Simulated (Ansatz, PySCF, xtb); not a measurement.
Homolysis of single bonds, series Si F-H. Isolated molecules, 0 K electronic values unless said otherwise. Strings in code marks are SMILES.

Quantity: homolytic bond dissociation enthalpy at 298 K (no spin–orbit term), in eV. Thermal and zero-point terms are GFN2-xTB rigid-rotor harmonic values (xtb).

Level 1: frozen-core CCSD(T)/cc-pVTZ // B3LYP-D3(BJ)/def2-TZVP (Ansatz, a program for electronic structure)
Level 2: PBE-D3(BJ)/def2-TZVP // B3LYP-D3(BJ)/def2-TZVP (PySCF)
Level 3: B3LYP/6-311+G** // B3LYP-D3(BJ)/def2-TZVP (PySCF)
Level 4: BP86/6-31G* // B3LYP-D3(BJ)/def2-TZVP (PySCF)

```
species                                                    level 1  level 2  level 3  level 4
---------------------------------------------------------  -------  -------  -------  -------
F–Si bond of `F[SiH3]`, giving `[F]` and `[SiH3]`             6.30     6.46     6.04     6.32
F–Si bond of `F[SiH](F)F`, giving `F[SiH]F` and `[F]`         6.92     6.95     6.47     6.93
F–Si bond of `F[SiH2]F`, giving `F[SiH2]` and `[F]`           6.72     6.81     6.35     6.75
F–Si bond of `F[Si](F)(F)F`, giving `F[Si](F)F` and `[F]`     6.94     6.92     6.43     6.92
```
